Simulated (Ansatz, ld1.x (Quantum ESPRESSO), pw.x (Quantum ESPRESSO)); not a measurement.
## Equation-of-state test of one ultrasoft potential (Si (Z = 14))

silicon, ultrasoft, made with ld1.x (Quantum ESPRESSO) 7.5 (LDA (PW92), scalar-relativistic). Core [Ne], reference 3s2 3p2. Waves: 3s (bound): rcut 1.60, rcutus 1.80 bohr; 3s channel at 0.15 Ry: rcut 1.60, rcutus 1.80 bohr; 3p (bound): rcut 2.05, rcutus 2.15 bohr; 3p channel at 4.05 Ry: rcut 2.05, rcutus 2.15 bohr; 3d channel at 0.25 Ry: rcut 2.00, rcutus 2.35 bohr; 3d channel at 2.25 Ry: rcut 2.00, rcutus 2.35 bohr. Local part: all-electron potential smoothed inside 1.45 bohr (lloc = -1). Core correction: none. Augmentation charge: PSQ, inside the norm-conserving radii.

Crystal test: sc Si in pw.x 7.5, no spin, 13³ k-points, Fermi–Dirac smearing 0.01 Ry, cutoffs 40/320 Ry. The reference is all-electron LAPW (Ansatz 0.2.0) with the same functional, mesh and smearing; V0 and B0 come from Birch–Murnaghan fits to the pressures at five volumes. Errors are pseudo minus all-electron; Δ is the rms difference of the E(V) curves that follow from these fits, minima aligned, over ±6 % about the mean V0. Mesh and smearing are coarse, so the numbers serve the comparison and aren't converged zero-temperature values; the lattice is a test structure that the element need not adopt.

```json
{"V (Å³/atom)": "14.919", "P all-electron (GPa)": "6.32", "P pseudo (GPa)": "6.22"}
{"V (Å³/atom)": "15.311", "P all-electron (GPa)": "3.01", "P pseudo (GPa)": "2.93"}
{"V (Å³/atom)": "15.704", "P all-electron (GPa)": "0.11", "P pseudo (GPa)": "0.04"}
{"V (Å³/atom)": "16.097", "P all-electron (GPa)": "-2.43", "P pseudo (GPa)": "-2.49"}
{"V (Å³/atom)": "16.489", "P all-electron (GPa)": "-4.66", "P pseudo (GPa)": "-4.71"}
```

All-electron: a0 = 2.505 Å (V0 = 15.72 Å³/atom), B0 = 108.0 GPa.

Pseudopotential: mean pressure error (GPa): -0.07; a0 (Å): 2.505; a0 error (%): -0.02; B0 error (%): -0.1; Δ (meV/atom): 0.2.

Problem. At the middle volume, how do free energy and pressure move when the wave cutoff is lowered (ecutrho held at 320 Ry)?

Solution.

```csv
cutoff (Ry),shift of F (meV/atom),shift of P (GPa)
18,+9.0,-0.03
24,+3.0,-0.05
32,+0.5,-0.01
```

Input at the middle volume:

```
&control
  calculation='scf', prefix='x', pseudo_dir='./', outdir='./tmp', tstress=.true., disk_io='low'
/
&system
  ibrav=0, nat=1, ntyp=1, ecutwfc=40, ecutrho=320, nbnd=9,
  occupations='smearing', smearing='fd', degauss=0.01
/
&electrons
  conv_thr=1e-09, mixing_beta=0.4, electron_maxstep=70
/
ATOMIC_SPECIES
Si 1.0 Si.UPF
CELL_PARAMETERS angstrom
  2.50420625 0.00000000 0.00000000
  0.00000000 2.50420625 0.00000000
  0.00000000 0.00000000 2.50420625
ATOMIC_POSITIONS crystal
Si 0.0000 0.0000 0.0000
K_POINTS automatic
13 13 13 0 0 0
```

```bash
pw.x < Si.scf.in > Si.scf.out
```

Lines of the output:

```
Message from routine setup:
     using ibrav=0 with symmetry is DISCOURAGED, use correct ibrav instead
     lattice parameter (alat)  =       4.7323  a.u.
     unit-cell volume          =     105.9758 (a.u.)^3
     number of electrons       =         4.00
     number of Kohn-Sham states=            9
     kinetic-energy cutoff     =      40.0000  Ry
     charge density cutoff     =     320.0000  Ry
     scf convergence threshold =      1.0E-09
     Exchange-correlation= PW
     number of k points=    84  Fermi-Dirac smearing, width (Ry)=  0.0100
     iteration #  1     ecut=    40.00 Ry     beta= 0.40
     total energy              =      -7.92879283 Ry
     estimated scf accuracy    <       0.00320445 Ry
     iteration #  2     ecut=    40.00 Ry     beta= 0.40
     total energy              =      -7.92902508 Ry
     estimated scf accuracy    <       0.00116351 Ry
     iteration #  3     ecut=    40.00 Ry     beta= 0.40
     total energy              =      -7.92903324 Ry
     estimated scf accuracy    <       0.00000104 Ry
     iteration #  4     ecut=    40.00 Ry     beta= 0.40
     c_bands:  1 eigenvalues not converged
     total energy              =      -7.92903691 Ry
     estimated scf accuracy    <          7.5E-09 Ry
     iteration #  5     ecut=    40.00 Ry     beta= 0.40
     the Fermi energy is     8.9627 ev
!    total energy              =      -7.92903693 Ry
     estimated scf accuracy    <          7.3E-10 Ry
     smearing contrib. (-TS)   =      -0.00203522 Ry
     The total energy is F=E-TS. E is the sum of the following terms:
     one-electron contribution =       3.95754146 Ry
     hartree contribution      =       0.13049571 Ry
     xc contribution           =      -2.42200689 Ry
     ewald contribution        =      -9.59303199 Ry
     convergence has been achieved in   5 iterations
          total   stress  (Ry/bohr**3)                   (kbar)     P=        0.43
```

The 8 pw.x runs together took about 30 s on one core of a shared server CPU.
